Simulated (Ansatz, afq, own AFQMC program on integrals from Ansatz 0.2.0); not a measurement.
**HBrCl, doublet: AFQMC among the cluster methods**

| atom | x (Å) | y (Å) | z (Å) |
| --- | --- | --- | --- |
| Cl | 0.0000 | 0.0000 | -1.7980 |
| H | 0.0000 | 0.0000 | 0.0250 |
| Br | 0.0000 | 0.0000 | 1.7730 |

Connectivity, by distances: Cl ··· BrH.

Basis cc-pVTZ. Noble-gas cores (and the filled d shells of Ga–Kr and In–Xe) are frozen. AFQMC by an in-house program on the Cholesky factors that Ansatz 0.2.0 writes for its CCSD(T) run. ph-AFQMC/CISD is guided by a CISD state made of CCSD amplitudes; releasing the constraint for a short imaginary time cuts its bias at the price of noise, slowly where states lie close. ± is one standard error of the sampling. No spin–orbit coupling.

Determinant: UHF, the one that the program's search chose, which needn't be the lowest solution. The geometry is a point of a scan.

No full CI on the walks' own integrals is used here; CCSDT(Q) serves as the reference and is uncertain by about the last step of the cluster series.

Cautions: no relativity below Rb; no spin-orbit coupling; inner d shell frozen; unrestricted determinant spin contaminated (⟨S²⟩ 0.88 against 0.75); the released energies are still falling, so no released level is given (meV from the phaseless value at times in 1/Eh: -6 ± 6 at 0.24, -12 ± 6 at 0.51, -27 ± 9 at 0.99, -44 ± 9 at 1.50).

The T1 diagnostic is 0.0222, the weight of the determinant in the CISD state is 0.836 and the ⟨S²⟩ of the determinant is 0.875. The size of the correlated space is 15 electrons in 72 orbitals.

Reference: CCSDT(Q), correlation energy -10.972 eV.

```tsv
level	E − E(reference) (kJ/mol)	share of correlation (%)
HF	1058.6	0.00
MP2	165.0	84.41
CCSD	45.0	95.75
CCSD(T)	6.0	99.44
CCSDT	1.9	99.82
ph-AFQMC/CISD	2.4 ± 0.4	99.77
```

A walk keeps the symmetry of its determinant, which the program's search chose and which needn't be the lowest solution, so a lower state of the same spin and another symmetry isn't excluded.
